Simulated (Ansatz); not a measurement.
Relaxing Cd2Ru

These are results of Ansatz, DFT r2SCAN, scalar-relativistic, plane waves, PAW, not measurements. Cutoff 500 eV, Γ-centred k mesh, Gaussian smearing, no spin polarisation in the final step.

The start puts Cd2Ru on the AlB2 structure type (P6/mmm, No. 191), with Ru in place of Al, Cd in place of B, at a guessed volume.

```
CELL_PARAMETERS angstrom
3.93332 0.00000 0.00000
-1.96666 3.40635 0.00000
0.00000 0.00000 4.24694
ATOMIC_POSITIONS crystal
Cd 0.33333 0.66667 0.50000
Cd 0.66667 0.33333 0.50000
Ru 0.00000 0.00000 0.00000
```

Steps on the 6×6×4 mesh (3 atoms). 11 of 11 steps are shown, and the free energy counts from the last. Trial steps that were taken back and renewals of the plane-wave basis can be among the rows.

| step | ΔF (meV/atom) | V (Å³/atom) | P (GPa) |
| --- | --- | --- | --- |
| 1 | 1431.4 | 18.97 | 19.97 |
| 2 | 976.7 | 19.95 | 5.71 |
| 3 | 734.3 | 19.78 | 1.97 |
| 4 | 527.8 | 19.37 | -0.01 |
| 5 | 360.2 | 18.78 | -0.36 |
| 6 | 221.0 | 18.11 | 0.29 |
| 7 | 107.5 | 17.44 | 2.15 |
| 8 | 19.6 | 17.06 | 3.28 |
| 9 | 4.9 | 17.42 | -0.04 |
| 10 | 3.8 | 17.42 | 0.01 |
| 11 | 0.0 | 17.42 | 0.15 |

A final relaxation ran on a 12×12×16 mesh. The relaxed crystal, P6/mmm (No. 191):

```cif
data_structure
_symmetry_space_group_name_H-M 'P6/mmm'
_symmetry_Int_Tables_number 191
_cell_length_a 4.6577
_cell_length_b 4.6577
_cell_length_c 2.7890
_cell_angle_alpha 90.000
_cell_angle_beta 90.000
_cell_angle_gamma 120.000
_cell_volume 52.40
loop_
_atom_site_label
_atom_site_type_symbol
_atom_site_symmetry_multiplicity
_atom_site_Wyckoff_symbol
_atom_site_fract_x
_atom_site_fract_y
_atom_site_fract_z
_atom_site_occupancy
Cd1 Cd 2 d 0.33333 0.66667 0.50000 1
Ru1 Ru 1 a 0.00000 0.00000 0.00000 1
```

* Volume per atom: 17.47 Å³
* Density: 10.33 g/cm³
* Energy over the elements: 0.36 eV/atom
* Gap on the 12×12×16 mesh: 0 eV (a metal)

Formation energies are uncorrected and refer to the elements' standard structures at the same level.

The final run used a 12×12×16 mesh on its 3-atom cell and 0.10 eV smearing. The k mesh leaves about 4 meV/atom of noise in metals.

A structure relaxed within its symmetry needn't be a true minimum.

Cost: 4 runs of about 2.7 core-minutes in all, on Intel Xeon Platinum 8488C (Sapphire Rapids) (shared hosts).